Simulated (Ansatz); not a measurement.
# N2O (SMILES N#[N+][O-]): functionals against CCSD(T) at one geometry

An exercise on one series of results from a longer session: the logs are not shown, and one member is left open.

Program: Ansatz 0.2.0, Gaussian basis. Level of theory: single points in def2-TZVPP. These are calculated values, not measurements.

Correlated methods freeze the cores.

## The system as given

SMILES `N#[N+][O-]`, 3 atoms, charge 0, spin multiplicity 1.

Atoms are counted from 1 here; the program's logs count them from 0.

Bond lengths: N1–N2 1.147 Å, N2–O3 1.153 Å. Angles: N1–N2–O3 174.7°.

As a file:

```mol
N2O
  3D, bonds by distance, orders not assigned

  3  2  0  0  0  0  0  0  0  0999 V2000
   -0.5317    1.0183   -0.2158 N   0  0
   -0.0347   -0.0024   -0.0503 N   0  0
    0.5345   -0.9780    0.1790 O   0  0
  1  2  8  0
  2  3  8  0
M  END
```

Set-up of the first run:

run/in.yaml

```yaml
crystal:
  periodic: [false, false, false]
  atoms:
    - {symbol: N, position_ang: [-0.531700, 1.018300, -0.215800]}
    - {symbol: N, position_ang: [-0.034700, -0.002400, -0.050300]}
    - {symbol: O, position_ang: [0.534500, -0.978000, 0.179000]}
basis:
  gaussian: {orbitals: def2-TZVPP}
correlation: {method: ccsd_t}
output: {forces: true}
```

The command line of these runs was not kept.

Steps of the session up to this table: CCSD(T)/def2-TZVPP; PBE0-D4/def2-TZVPP; wB97M-V/def2-TZVPP; r2SCAN-D4/def2-TZVPP; PBE-D4/def2-TZVPP; CAM-B3LYP-D4/def2-TZVPP; HSE06-D4/def2-TZVPP.

One table of the session follows, with a row left open; its other results are not shown here.

```
      method  RMS force component (eV/Å)  angle to CCSD(T) forces (°)  dipole (D)
     CCSD(T)                       1.882                    reference        0.19
     PBE0-D4                       2.066                         21.1        0.24
     wB97M-V                       2.364                         18.6        0.16
   r2SCAN-D4                       1.814                         10.0        0.37
      PBE-D4                       1.740                          7.0        0.41
CAM-B3LYP-D4                       2.356                         22.0        0.17
    HSE06-D4                           ?                            ?           ?
```

Estimate the missing values for HSE06-D4.

As computed: RMS force component (eV/Å): 2.052; angle to CCSD(T) forces (°): 20.5; dipole (D): 0.25. In the column «RMS force component (eV/Å)» it lies between CCSD(T) (1.882) and PBE0-D4 (2.066).
